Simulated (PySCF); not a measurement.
Process, species as SMILES: F[C]F (closed-shell singlet) + 3 [H][H] (H2) → C (CH4) + 2 F (HF)
B3LYP-D3(BJ)/def2-TZVP geometries, fixed; electronic energies without zero-point terms.
Largest species:
```
C
H 1 1.0892
H 1 1.0892 2 109.47
H 1 1.0892 2 109.47 3 120.00
H 1 1.0892 2 109.47 3 -120.00
```

Basis-set convergence of the energy of full hydrogenation at PBE with PySCF. All functions are spherical. Density fitting with generated auxiliary sets. No added dispersion term, no relativity. Functions are those of the species that has most. Reference: the value in def2-QZVPPD, -113.79 kcal/mol, itself unsure by roughly 1.07 kcal/mol (its mean distance from pcseg-3, def2-QZVPP, cc-pVQZ). Deviations are taken from unrounded values. Cost is core time over that of aug-cc-pVDZ, rough, on shared machines of one kind.

```
basis              functions  energy of full hydrogenation (kcal/mol)  minus reference (kcal/mol)  cost
-----------------  ---------  ---------------------------------------  --------------------------  ----
6-31G**                   42                                   -94.29                       19.50  0.6×
cc-pVDZ                   42                                   -97.96                       15.83  0.6×
def2-SVP                  42                                   -99.70                       14.09  0.6×
pcseg-1                   42                                  -103.48                       10.31  0.6×
6-311G**                  54                                  -104.77                        9.02  0.7×
aug-cc-pVDZ               69                                  -118.82                       -5.03    1×
aug-pcseg-1               69                                  -113.73                        0.06    1×
6-311++G(2d,2p)           81                                  -116.56                       -2.77    1×
cc-pVTZ                   90                                  -107.81                        5.97    1×
pcseg-2                   90                                  -113.22                        0.57    1×
def2-TZVP                 93                                  -108.12                        5.66    1×
6-311++G(3df,3pd)        117                                  -113.72                        0.07    2×
def2-TZVPPD              117                                  -114.26                       -0.48    2×
aug-cc-pVTZ              138                                  -113.76                        0.02    3×
cc-pVQZ                  175                                  -111.27                        2.52    4×
def2-QZVPP               177                                  -113.11                        0.68    4×
pcseg-3                  192                                  -113.80                       -0.02    5×
def2-QZVPPD              195                                  -113.79                        0.00    6×
```
